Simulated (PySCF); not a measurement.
Working with the constants of BO

UHF-CCSD(T) constants of BO, ²Σ⁺ (doublet), unpaired electrons σ ↑ (B x2c-TZVPPall, O x2c-TZVPPall; spin-free X2C with a Gaussian nucleus (PySCF 2.14); masses 11.0093 and 15.9949 u):

```
ωe              : 1871.7 cm⁻¹
ωexe            : 10.5 cm⁻¹
Be              : 1.7582 cm⁻¹
αe              : 0.0157 cm⁻¹
D (centrifugal) : 6.21e-06 cm⁻¹
De to B + O     : 8.10 eV
```

(1) Give the vibrational terms G(v) and spacings up to v = 6.

(2) How well does the Morse estimate ωe²/(4ωexe) reproduce De, and what is D0?

Correlated steps freeze 2 core orbitals. The state was picked by a PBE0 search and need not be the measured ground state.

## Answers

(1) G(v) = ωe(v+½) − ωexe(v+½)².

```
v  G(v) (cm⁻¹)  G(v) − G(v−1)  Bv (cm⁻¹)
0        933.2                     1.750
1       2783.9         1850.7      1.735
2       4613.6         1829.7      1.719
3       6422.3         1808.7      1.703
4       8210.0         1787.7      1.688
5       9976.7         1766.7      1.672
6      11722.4         1745.7      1.656
```

(2) It gives 10.34 eV, 128 % of the computed De. D0 = De − G(0) = 8.10 − 0.12 = 7.98 eV.
